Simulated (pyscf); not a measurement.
A first-order saddle from PySCF, ωB97X-D3(BJ)/def2-SVP:

```xyz
9

C     -1.3618    -0.7059    -0.2667
Ga     0.0235     0.9569     0.0567
H     -1.0231    -1.6273    -0.7650
H     -2.3786    -0.4519    -0.6013
H     -1.4172    -0.9340     0.8105
H     -0.8067     2.1905     0.4924
H      1.3911     0.3740     0.4946
H     -0.6318     0.1546    -1.2574
H     -0.0094     0.9103    -1.7000
```

Surface: singlet, charge 0. Lowest wavenumbers (cm⁻¹): 1535i, 31, 413, 417, 607.

### Question
Name the species on either side of this saddle.

### Answer
H₃C–GaH₂ (SMILES [CH3][GaH2]) + H₂ (SMILES [H][H]) <-> CH₄ (SMILES C) + GaH₃ (SMILES [GaH3]), a four-centre exchange read from left to right: C–Ga, H–H broken and C–H, Ga–H formed. At ωB97M-D3(BJ)/def2-TZVP it lies +1.33 eV from the left side and +1.74 eV from the right (each side as separated species at their lowest minima found). At the saddle there is also a short Ga–H contact that neither side keeps. This is the saddle that the search found; another between the same sides may lie lower. Elements up to Kr have no core potential and no relativistic terms here.
